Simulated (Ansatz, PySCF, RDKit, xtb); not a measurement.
# CHSi2: from the formula to a structure, part 1 of 2

Given the formula CHSi2 (odd number of electrons) and nothing else, which arrangement of the atoms is the most stable in the gas at 298.15 K, and what are its properties?

The funnel: GFN2-xTB relaxations, single points with a density functional, relaxations at B3LYP-D4/def2-TZVP, harmonic vibrations, and a last energy at a higher level. All values are calculated.

6 further runs of the same task are left out: 6 set aside as unsound or not needed.

## Step 1: Possible bonding patterns

All bonding patterns within simple valence rules are listed by program: one Lewis structure each, at most two rings and one unusual centre or charged pair. O–O, O–halogen and N–halogen bonds and N–N–N chains are not drawn. That gives 4 candidates.

```
label          SMILES     spin
 c030     [Si]#C[SiH]  doublet
 c421   C1=[Si]=[Si]1  doublet
 c612   [C]#[Si][SiH]  doublet
 c828  [CH]=[Si]=[Si]  doublet
```

Candidates are built by distance geometry, with a force field where one applies, in up to four conformers (letters a to d). 10 starts with atoms placed at random are added, to find patterns that the rules miss.

## Step 2: First filter: tight binding

All 18 starts are relaxed the same way. One of them, c612a (enumerated, embedded by distance geometry and MMFF94), in full:

The input, start.xyz:

```xyz
4
c612a
C     -0.837645     0.201029    -2.136904
Si    -2.655698     0.656540    -2.069717
Si    -3.821246    -0.966253    -0.878994
H     -5.232194    -0.586326    -0.867550
```

Run with:

```
$ xtb start.xyz --gfn 2 --opt --uhf 1
```

What it wrote, shortened:

```text
* xtb version 6.7.1
[...]
          :  # basis functions                  25          :
[...]
          :  # electrons                        13          :
[...]
          :  Hamiltonian                  GFN2-xTB          :
[...]
          :  net charge                          0          :
          :  unpaired electrons                  1          :
[...]
   *** convergence criteria satisfied after 25 iterations ***
[...]
   *** GEOMETRY OPTIMIZATION CONVERGED AFTER 18 ITERATIONS ***
[...]
   *** convergence criteria satisfied after 3 iterations ***
[...]
         ::                     SUMMARY                     ::
         :::::::::::::::::::::::::::::::::::::::::::::::::::::
         :: total energy              -5.857062550467 Eh    ::
         :: gradient norm              0.000254651813 Eh/a0 ::
         :: HOMO-LUMO gap              0.862999862991 eV    ::
         ::.................................................::
         :: SCC energy                -5.917080206838 Eh    ::
         :: -> isotropic ES           -0.000225423808 Eh    ::
         :: -> anisotropic ES          0.001428518982 Eh    ::
         :: -> anisotropic XC         -0.037157076977 Eh    ::
         :: -> dispersion             -0.002837098397 Eh    ::
         :: repulsion energy           0.060017656371 Eh    ::
         :: add. restraining           0.000000000000 Eh    ::
         :: total charge               0.000000000409 e     ::
         :::::::::::::::::::::::::::::::::::::::::::::::::::::
[...]
         7        1.0786           -0.2925241              -7.9600 (HOMO)
         8                         -0.2608095              -7.0970 (LUMO)
[...]
     #   Z          covCN         q      C6AA      α(0)
     1   6 C        0.887    -0.278    44.865    11.195
     2  14 Si       1.848     0.201   193.732    29.579
     3  14 Si       1.861     0.250   191.294    29.393
     4   1 H        0.900    -0.173     9.011     4.697
[...]
     #   Z sym  total        # sym  WBO       # sym  WBO       # sym  WBO
 ---------------------------------------------------------------------------
     1   6 C    2.883 --     2 Si   2.451     3 Si   0.424
     2  14 Si   3.799 --     1 C    2.451     3 Si   1.300
     3  14 Si   2.636 --     2 Si   1.300     4 H    0.912     1 C    0.424
     4   1 H    0.968 --     3 Si   0.912
 ---------------------------------------------------------------------------
[...]
molecular dipole:
                 x           y           z       tot (Debye)
 q only:       -0.515      -0.950       0.704
   full:       -1.806      -1.413       1.226       6.610
molecular quadrupole (traceless):
[...]
          | TOTAL ENERGY               -5.857062550467 Eh   |
          | GRADIENT NORM               0.000254651813 Eh/α |
          | HOMO-LUMO GAP               0.862999862991 eV   |
           -------------------------------------------------
[...]
```

Wall time 0.058 s (2 threads of Intel Xeon 6975P-C (Granite Rapids), shared host).

## Step 3: What the search left

18 of the 18 relaxations converged; 11 ended on a minimum already found. 7 distinct structures remain:

```
label             start      SMILES after     spin  energy (kcal/mol)
c421a  drawn and random  [CH]1[Si][Si]1 ‡  doublet                0.0
 c541  random and drawn       [Si]#C[SiH]  doublet                8.8
 c845            random       [Si]#C[SiH]  doublet                9.1
c030b             drawn       [Si]#C[SiH]  doublet                9.3
c828b             drawn    [CH]=[Si]=[Si]  doublet               11.8
 c301            random    [C]1[Si][SiH]1  doublet               18.9
c612a             drawn     [C]#[Si][SiH]  doublet               36.0
```

‡ marks the bonded skeleton alone, with all bonds drawn single: no Lewis structure was assigned that passes a check against the bond lengths.

GFN2-xTB has no spin polarisation, so it can't rank spin states and is rough for open shells.

## Step 4: Screening with a density functional

A choice of the minima (the low ones first, few conformers of a pattern, up to a cap) and the lowest that fell apart get a single point at r2SCAN-D4/def2-SVP on the tight-binding geometry, and one at HF/STO-3G for comparison. Within 25 kcal/mol but not screened, among others: c030b. The first, c421a:

The input, input.yaml:

```yaml
crystal:
  periodic: [false, false, false]
  atoms:
    - symbol: C
      position_ang: [-3.140672, -0.247179, -1.057347]
    - symbol: Si
      position_ang: [-2.256237, -0.789239, -2.547860]
    - symbol: Si
      position_ang: [-3.948151, 0.883069, -2.227747]
    - symbol: H
      position_ang: [-3.170638, -0.481555, 0.000313]
basis:
  gaussian:
    orbitals: def2-SVP
magnetization:
  spin_polarized: true
  initial_magnetization: 1
hamiltonian:
  xc: {name: r2SCAN}
  dispersion: d4
scf:
  lower_state_search: off
output:
  orbitals: {seedname: orbitals}
```

Run with:

```
$ ansatz run input.yaml --threads 2 --pin off --max-ram 4350MiB --events-out events.jsonl --progress --plain --runs-dir runs
```

What it wrote, shortened:

```text
Warning: RAYON_NUM_THREADS=2 ignored (pool sized by the plan → 2); use --threads N
Functional definition: r2SCAN
  name "r2SCAN"
[...]
608 factors; their error is unknown
[...]
mean field -16797.36946598 eV, -617.2919422087 hartree, gradient 2.6e-6 eV, S^2 0.763465; 0 other end points of the search recorded, 0 dependent functions left out
reference -16797.36947527 eV, -617.2919425503 hartree; 18, 17 occupied and 37, 38 virtual orbitals, 608 factors
Total energy: -16797.39221682 eV, -617.2927782869 hartree
Checks for a lower state left out: stability, starts, cluster_reference, orbital_swaps, neighbouring_geometries, increment
```

Run time: 0.74 s. Hardware: 2 threads of Intel Xeon 6975P-C (Granite Rapids), shared host.

Relative energies in kcal/mol, each column from its lowest structure that stays in one piece:

```
label            SMILES     spin  GFN2-xTB  HF/STO-3G  r2SCAN-D4/def2-SVP
c421a  [CH]1[Si][Si]1 ‡  doublet       0.0        0.0                 0.0
 c845       [Si]#C[SiH]  doublet       9.1       31.4                30.8
 c541       [Si]#C[SiH]  doublet       8.8       31.3                30.8
 c301    [C]1[Si][SiH]1  doublet      18.9       50.1                38.8
c828b    [CH]=[Si]=[Si]  doublet      11.8       44.9                59.8
```

‡ marks the bonded skeleton alone, with all bonds drawn single: no Lewis structure was assigned that passes a check against the bond lengths.

Measured from c421a, GFN2-xTB misplaces c828b by 48 kcal/mol against r2SCAN-D4/def2-SVP, so minima dropped on its energies alone could hide the lowest isomer.

## Step 5: Relaxing the best candidates

3 candidates are relaxed at B3LYP-D4/def2-TZVP (chosen among the lowest in one piece). The first, c421a:

The input, input.yaml:

```yaml
crystal:
  periodic: [false, false, false]
  atoms:
    - {symbol: C, position_ang: [-3.140672, -0.247179, -1.057347]}
    - {symbol: Si, position_ang: [-2.256237, -0.789239, -2.547860]}
    - {symbol: Si, position_ang: [-3.948151, 0.883069, -2.227747]}
    - {symbol: H, position_ang: [-3.170638, -0.481555, 0.000313]}
basis:
  gaussian:
    orbitals: def2-TZVP
magnetization:
  spin_polarized: true
  initial_magnetization: 1
hamiltonian:
  xc: {name: B3LYP}
  dispersion: d4
relax:
  f_tol: 0.003
```

Run with:

```
$ ansatz run input.yaml --threads 2 --pin off --max-ram 4350MiB --events-out events.jsonl --progress --plain --runs-dir runs
```

What it wrote, shortened:

```text
Warning: RAYON_NUM_THREADS=2 ignored (pool sized by the plan → 2); use --threads N
[...]
Functional definition: B3LYP
  name "B3LYP"
[...]
746 factors; their error is unknown
[...]
mean field -16807.13018414 eV, -617.6506419850 hartree, gradient 2.0e-5 eV, S^2 0.758959; 2 other end points of the search recorded, 0 dependent functions left out
[...]
reference -16807.13038380 eV, -617.6506493223 hartree; 18, 17 occupied and 93, 94 virtual orbitals, 746 factors
relax step   1: F+E_penalty+E_count = -16807.32595704 eV  Δ(F+E_penalty+E_count) = +0.000e0 eV  max|allowed force component| = 1.443e0 eV/Å  Δτ_max = 0.0000 Å  (49 SCF iters, accepted)
[...]
relax step   5: F+E_penalty+E_count = -16807.38740550 eV  Δ(F+E_penalty+E_count) = -1.600e-5 eV  max|allowed force component| = 1.274e-2 eV/Å  Δτ_max = 0.0012 Å  (27 SCF iters, accepted)
[...]
relax step   6: F+E_penalty+E_count = -16807.38740793 eV  Δ(F+E_penalty+E_count) = -2.438e-6 eV  max|allowed force component| = 1.598e-4 eV/Å  Δτ_max = 0.0003 Å  (26 SCF iters, accepted)
746 factors; their error is unknown
[...]
mean field -16807.19110506 eV, -617.6528807876 hartree, gradient 5.0e-5 eV, S^2 0.757318; 1 other end points of the search recorded, 0 dependent functions left out
[...]
reference -16807.19130301 eV, -617.6528880622 hartree; 18, 17 occupied and 93, 94 virtual orbitals, 746 factors
Total energy: -16807.38760589 eV, -617.6601020598 hartree
Atom 0 at    -3.139203    -0.237294    -1.102639 Å, force     0.000160    -0.000142     0.000035 eV/Å
Atom 1 at    -2.230661    -0.825682    -2.508449 Å, force    -0.000079     0.000061     0.000052 eV/Å
Atom 2 at    -3.976158     0.899408    -2.177469 Å, force    -0.000014     0.000009    -0.000007 eV/Å
Atom 3 at    -3.169676    -0.471337    -0.044084 Å, force    -0.000067     0.000072    -0.000080 eV/Å
Dipole moment:    -0.004308    -0.033029     0.149425 e Å
```

Wall time 9.3 s (2 threads of Intel Xeon 6975P-C (Granite Rapids), shared host).

Energy change by step (eV): 0.0000, -0.0437, -0.0611, -0.0614, -0.0614, -0.0615.

After the run. Bond lengths: C1–Si2 1.774 Å, C1–Si3 1.774 Å, C1–H4 1.085 Å. Angles: Si2–C1–Si3 88.5°, Si2–C1–H4 135.7°, Si3–C1–H4 135.7°. A long bond or contact: Si2–Si3 2.476 Å.

## Step 6: After refinement

```
label     spin  r2SCAN-D4/def2-SVP (kcal/mol)  B3LYP-D4/def2-TZVP, relaxed (kcal/mol)   time                  note
c421a  doublet                            0.0                                     0.0  9.3 s                      
 c541  doublet                           30.8                                    28.1   12 s  same minimum as c845
 c845  doublet                           30.8                                    28.1   15 s
```

c421a: Bond lengths: C1–Si2 1.774 Å, C1–Si3 1.774 Å, C1–H4 1.085 Å. Angles: Si2–C1–Si3 88.5°, Si2–C1–H4 135.7°, Si3–C1–H4 135.7°. A long bond or contact: Si2–Si3 2.476 Å.

c541: Bond lengths: C1–Si2 1.702 Å, C1–Si3 1.693 Å, Si2–H4 1.508 Å. Angles: Si2–C1–Si3 166.3°, C1–Si2–H4 115.6°.

c845: Bond lengths: C1–Si2 1.702 Å, C1–Si3 1.693 Å, Si2–H4 1.508 Å. Angles: Si2–C1–Si3 166.1°, C1–Si2–H4 115.6°.

## Step 7: Harmonic analysis of the finalists

The lowest few in one piece go on as finalists. Harmonic vibrations at B3LYP-D4/def2-TZVP test each finalist and give the zero-point energy and the thermal terms. The first, c421a:

The input, input.yaml:

```yaml
basis:
  gaussian:
    orbitals: def2-TZVP
crystal:
  periodic: [false, false, false]
  atoms:
    - {symbol: C, position_ang: [-3.139203, -0.237294, -1.102639]}
    - {symbol: Si, position_ang: [-2.230661, -0.825682, -2.508449]}
    - {symbol: Si, position_ang: [-3.976158, 0.899408, -2.177469]}
    - {symbol: H, position_ang: [-3.169676, -0.471337, -0.044084]}
magnetization:
  spin_polarized: true
  initial_magnetization: 1
hamiltonian:
  xc: {name: B3LYP}
  dispersion: d4
scf:
  lower_state_search: off
phonons: {}
```

Run with:

```
$ ansatz run input.yaml --threads 2 --pin off --max-ram 4350MiB --events-out events.jsonl --progress --plain --runs-dir runs
```

What it wrote, shortened:

```text
Warning: RAYON_NUM_THREADS=2 ignored (pool sized by the plan → 2); use --threads N
Functional definition: B3LYP
  name "B3LYP"
[...]
746 factors; their error is unknown
[...]
mean field -16807.19110506 eV, -617.6528807875 hartree, gradient 4.7e-6 eV, S^2 0.757318; 0 other end points of the search recorded, 0 dependent functions left out
[...]
reference -16807.19130301 eV, -617.6528880621 hartree; 18, 17 occupied and 93, 94 virtual orbitals, 746 factors
[...]
746 factors; their error is unknown
mean field -16807.19108003 eV, -617.6528798680 hartree, gradient 1.6e-6 eV, S^2 0.757318; 0 other end points of the search recorded, 0 dependent functions left out
[...]
reference -16807.19127799 eV, -617.6528871426 hartree; 18, 17 occupied and 93, 94 virtual orbitals, 746 factors
[...]
746 factors; their error is unknown
[...]
746 factors; their error is unknown
mean field -16807.19099536 eV, -617.6528767564 hartree, gradient 2.6e-6 eV, S^2 0.757316; 0 other end points of the search recorded, 0 dependent functions left out
[...]
reference -16807.19119321 eV, -617.6528840273 hartree; 18, 17 occupied and 93, 94 virtual orbitals, 746 factors
Total energy: -16807.38760589 eV, -617.6601020598 hartree
Atom 0 at    -3.139203    -0.237294    -1.102639 Å, force     0.000168    -0.000146     0.000022 eV/Å
Atom 1 at    -2.230661    -0.825682    -2.508449 Å, force    -0.000080     0.000060     0.000058 eV/Å
Atom 2 at    -3.976158     0.899408    -2.177469 Å, force    -0.000022     0.000018    -0.000013 eV/Å
Atom 3 at    -3.169676    -0.471337    -0.044084 Å, force    -0.000066     0.000067    -0.000067 eV/Å
Dipole moment:    -0.004308    -0.033029     0.149426 e Å
Vibrations: 281.85 559.61 648.41 772.77 883.03 3156.24 cm⁻¹, zero-point energy 0.390668 eV
Checks for a lower state left out: stability, starts, cluster_reference, orbital_swaps, neighbouring_geometries, increment
```

Wall time 19 s (2 threads of Intel Xeon 6975P-C (Granite Rapids), shared host).

## Step 8: Zero-point energy and free-energy terms

At 298.15 K and 1 atm, ideal gas, rigid rotor and harmonic oscillator:

```
label            SMILES     spin  point group  lowest mode (cm⁻¹)  zero-point (kcal/mol)  G − E (kcal/mol)
c421a  [CH]1[Si][Si]1 ‡  doublet          C2v                 282                    9.0              -7.5
 c845       [Si]#C[SiH]  doublet           Cs                  84                    6.7             -10.7
```

‡ marks the bonded skeleton alone, with all bonds drawn single: no Lewis structure was assigned that passes a check against the bond lengths.

## Step 9: Energies at the top level

Single points at CCSD(T)/def2-TZVP on the refined geometries decide the order.

c421a, CCSD(T)/def2-TZVP:

The input, input.yaml:

```yaml
crystal:
  periodic: [false, false, false]
  atoms:
    - {symbol: C, position_ang: [-3.139203, -0.237294, -1.102639]}
    - {symbol: Si, position_ang: [-2.230661, -0.825682, -2.508449]}
    - {symbol: Si, position_ang: [-3.976158, 0.899408, -2.177469]}
    - {symbol: H, position_ang: [-3.169676, -0.471337, -0.044084]}
basis:
  gaussian:
    orbitals: def2-TZVP
magnetization:
  spin_polarized: true
  initial_magnetization: 1
scf:
  omitted_lower_state_checks: [cluster_reference]
correlation:
  method: ccsd_t
  frozen_orbitals: {C: 1, Si: 5, H: 0}
```

Run with:

```
$ ansatz run input.yaml --threads 2 --pin off --max-ram 4350MiB --events-out events.jsonl --progress --plain --runs-dir runs
```

What it wrote, shortened:

```text
Warning: RAYON_NUM_THREADS=2 ignored (pool sized by the plan → 2); use --threads N
Functional definition: HF
  name "HF"
[...]
686 factors; integrals over basis functions are off by at most 1.2e-3 eV
[...]
mean field -16768.81670125 eV, -616.2426474587 hartree, gradient 7.4e-6 eV, S^2 0.804694; 6 other end points of the search recorded, 0 dependent functions left out
11 core orbitals not correlated: weight in the atoms' cores, before any rotation towards them, 1.000 or more for the frozen orbitals, at most 0.000 for the correlated occupied ones
reference -16768.81670125 eV, -616.2426474587 hartree; 7, 6 occupied and 93, 94 virtual orbitals, 686 factors
second order -9.02821246 eV of doubles, -0.00000000 eV of singles
cycle   1  -9.36944230 eV  change   -3.4e-1 eV  update   9.9e-2
[...]
cycle  12  -9.82838711 eV  change    6.9e-6 eV  update   1.1e-5
perturbative correction -0.61697871 eV, -0.0226735494 hartree
Total energy: -16779.26206707 eV, -616.6265075725 hartree
Checks for a lower state left out: cluster_reference
```

It took 5.7 s on 2 threads of Intel Xeon 6975P-C (Granite Rapids), shared host; peak memory 0.82 GiB.

## Step 10: c845 at CCSD(T)/def2-TZVP

The input, input.yaml:

```yaml
crystal:
  periodic: [false, false, false]
  atoms:
    - {symbol: C, position_ang: [-0.087599, 0.034280, 0.416247]}
    - {symbol: Si, position_ang: [0.325267, -0.001965, -1.234519]}
    - {symbol: Si, position_ang: [-0.099705, -0.012668, 2.108141]}
    - {symbol: H, position_ang: [-0.807824, 0.260373, -2.194718]}
basis:
  gaussian:
    orbitals: def2-TZVP
scf:
  omitted_lower_state_checks: [cluster_reference]
magnetization:
  spin_polarized: true
  initial_magnetization: 1
correlation:
  method: ccsd_t
  frozen_orbitals: {C: 1, Si: 5, H: 0}
```

Run with:

```
$ ansatz run input.yaml --threads 2 --pin off --max-ram 4350MiB --events-out events.jsonl --progress --plain --runs-dir runs
```

What it wrote, shortened:

```text
Warning: RAYON_NUM_THREADS=2 ignored (pool sized by the plan → 2); use --threads N
Functional definition: HF
  name "HF"
[...]
686 factors; integrals over basis functions are off by at most 1.2e-3 eV
[...]
mean field -16767.40824431 eV, -616.1908876210 hartree, gradient 9.2e-6 eV, S^2 1.117504; 12 other end points of the search recorded, 0 dependent functions left out
11 core orbitals not correlated: weight in the atoms' cores, before any rotation towards them, 1.000 or more for the frozen orbitals, at most 0.000 for the correlated occupied ones
reference -16767.40824431 eV, -616.1908876210 hartree; 7, 6 occupied and 93, 94 virtual orbitals, 686 factors
second order -8.68287326 eV of doubles, -0.00000000 eV of singles
cycle   1  -9.01709012 eV  change   -3.3e-1 eV  update   1.3e-1
[...]
cycle  16  -9.76703346 eV  change   -1.2e-5 eV  update   1.1e-5
perturbative correction -0.68422799 eV, -0.0251449147 hartree
Total energy: -16777.85950576 eV, -616.5749643949 hartree
Checks for a lower state left out: cluster_reference
```

It took 9 s on 2 threads of Intel Xeon 6975P-C (Granite Rapids), shared host; peak memory 0.82 GiB.

The reference is strongly spin-contaminated for c845 (⟨S²⟩ 1.12), so the correlated energies there are unreliable.

## Step 11: Free energies and the winner

Energies in kcal/mol from c421a; G adds the thermal terms to the CCSD(T)/def2-TZVP energy. The columns left of the relaxed level are at the tight-binding geometries.

```
label            SMILES     spin  GFN2-xTB  HF/STO-3G  r2SCAN-D4/def2-SVP  B3LYP-D4/def2-TZVP  HF/def2-TZVP  MP2/def2-TZVP  CCSD(T)/def2-TZVP     G  share at equilibrium     T1
c421a  [CH]1[Si][Si]1 ‡  doublet       0.0        0.0                 0.0                 0.0           0.0            0.0                0.0   0.0               100.0 %  0.025
 c845       [Si]#C[SiH]  doublet       9.1       31.4                30.8                28.1          32.5           40.4               32.3  29.1               < 0.1 %  0.067
```

‡ marks the bonded skeleton alone, with all bonds drawn single: no Lewis structure was assigned that passes a check against the bond lengths.

Lowest found: c421a, `[CH]1[Si][Si]1` ‡, a doublet of point group C2v. Bond lengths: C1–Si2 1.774 Å, C1–Si3 1.774 Å, C1–H4 1.085 Å. Angles: Si2–C1–Si3 88.5°, Si2–C1–H4 135.7°, Si3–C1–H4 135.7°. A long bond or contact: Si2–Si3 2.476 Å.

```xyz
4

C    -3.1392   -0.2373   -1.1026
Si   -2.2307   -0.8257   -2.5084
Si   -3.9762    0.8994   -2.1775
H    -3.1697   -0.4713   -0.0441
```

‡ marks the bonded skeleton alone, with all bonds drawn single: no Lewis structure was assigned that passes a check against the bond lengths.

## Step 12: Density, orbitals and dipole (PBE0/def2-TZVPD)

The input, input.yaml:

```yaml
crystal:
  periodic: [false, false, false]
  atoms:
    - {symbol: C, position_ang: [-3.139203, -0.237294, -1.102639]}
    - {symbol: Si, position_ang: [-2.230661, -0.825682, -2.508449]}
    - {symbol: Si, position_ang: [-3.976158, 0.899408, -2.177469]}
    - {symbol: H, position_ang: [-3.169676, -0.471337, -0.044084]}
basis:
  gaussian:
    orbitals: def2-TZVPD
magnetization:
  spin_polarized: true
  initial_magnetization: 1
hamiltonian:
  xc: pbe0
output: {forces: true, orbitals: {seedname: orbitals}}
```

Run with:

```
$ ansatz run input.yaml --threads 2 --pin off --max-ram 4350MiB --events-out events.jsonl --progress --plain --runs-dir runs
```

What it wrote, shortened:

```text
Warning: RAYON_NUM_THREADS=2 ignored (pool sized by the plan → 2); use --threads N
Functional definition: PBE0
  name "PBE0"
[...]
817 factors; their error is unknown
[...]
mean field -16798.23014627 eV, -617.3235716261 hartree, gradient 4.2e-5 eV, S^2 0.761460; 0 other end points of the search recorded, 0 dependent functions left out
[...]
reference -16798.23017413 eV, -617.3235726498 hartree; 18, 17 occupied and 114, 115 virtual orbitals, 817 factors
Total energy: -16798.23017413 eV, -617.3235726498 hartree
Atom 0 at    -3.139203    -0.237294    -1.102639 Å, force     0.001578     0.010703    -0.049039 eV/Å
Atom 1 at    -2.230661    -0.825682    -2.508449 Å, force    -0.180236     0.179051     0.030469 eV/Å
Atom 2 at    -3.976158     0.899408    -2.177469 Å, force     0.180350    -0.177302    -0.037973 eV/Å
Atom 3 at    -3.169676    -0.471337    -0.044084 Å, force    -0.001692    -0.012453     0.056542 eV/Å
Dipole moment:    -0.004758    -0.036471     0.165002 e Å
```

Wall time 1.8 s (2 threads of Intel Xeon 6975P-C (Granite Rapids), shared host).

(Continued in part 2 of 2.)
